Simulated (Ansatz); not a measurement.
Task: a single point in a Gaussian basis of AlBH4O, SMILES [BH2][AlH][OH], with Ansatz 0.2.0 through its Python package. Give the script and its output. Settings: PBE0, pcseg-2 basis, multiplicity 1, D3BJ dispersion.

`albh4o.xyz`
```text
7

B    -1.19170    0.32150   -0.63600
Al    0.38050    0.11990    0.60210
O     1.32390   -1.43030    0.53480
H    -1.46870   -0.48490   -1.39990
H    -1.86360    1.36060   -0.63270
H     0.79660    1.30440    1.61190
H     2.08420   -1.25920   -0.12590
```

The script, `energy_albh4o.py`:
```python
"""Single point of AlBH4O."""

import json

import ansatz

system = ansatz.Crystal.molecule_from_extxyz("albh4o.xyz")

job = system.calculation()
job = job.basis(gaussian="pcseg-2")
job = job.functional("pbe0", dispersion="d3bj")
print(job.to_yaml())
data = job.session().plan(threads=1).execute().report

print("reference energy %16.6f eV" % data["reference_energy_ev"])
print("total energy     %16.6f eV" % data["free_energy_ev"])
print("occupied orbitals outside the frozen core (up, down):", data["n_occupied"], " frozen:", data["n_frozen"], " virtual:", data["n_virtual"])
with open("albh4o.json", "w") as handle:
    json.dump({k: data[k] for k in ("free_energy_ev", "reference_energy_ev", "n_occupied", "n_virtual")}, handle, indent=1)
```

```console
$ python energy_albh4o.py
crystal:
  periodic: [false, false, false]
  atoms:
    - { symbol: B, position_ang: [-1.1917, 0.3215, -0.636] }
    - { symbol: Al, position_ang: [0.3805, 0.1199, 0.6021] }
    - { symbol: O, position_ang: [1.3239, -1.4303, 0.5348] }
    - { symbol: H, position_ang: [-1.4687, -0.4849, -1.3999] }
    - { symbol: H, position_ang: [-1.8636, 1.3606, -0.6327] }
    - { symbol: H, position_ang: [0.7966, 1.3044, 1.6119] }
    - { symbol: H, position_ang: [2.0842, -1.2592, -0.1259] }
basis:
  gaussian:
    orbitals: pcseg-2
hamiltonian:
  xc: pbe0
  dispersion: d3bj

reference energy     -9379.518131 eV
total energy         -9379.597233 eV
occupied orbitals outside the frozen core (up, down): [15, 15]  frozen: 0  virtual: [135, 135]
```

File `albh4o.json` afterwards:
```json
{
 "free_energy_ev": -9379.597233318736,
 "reference_energy_ev": -9379.518131290475,
 "n_occupied": [
  15,
  15
 ],
 "n_virtual": [
  135,
  135
 ]
}
```

Notes:
- Total energies depend on the basis set; only differences at equal settings carry meaning.
- The geometry is a force-field or estimated start, not a minimum of this method, and the basis set is short of its limit.
- Total less reference energy is the dispersion correction.
- Run time: 3.4 s on 1 thread of Arm Neoverse V1, on a shared host, peak memory 0.28 GiB.
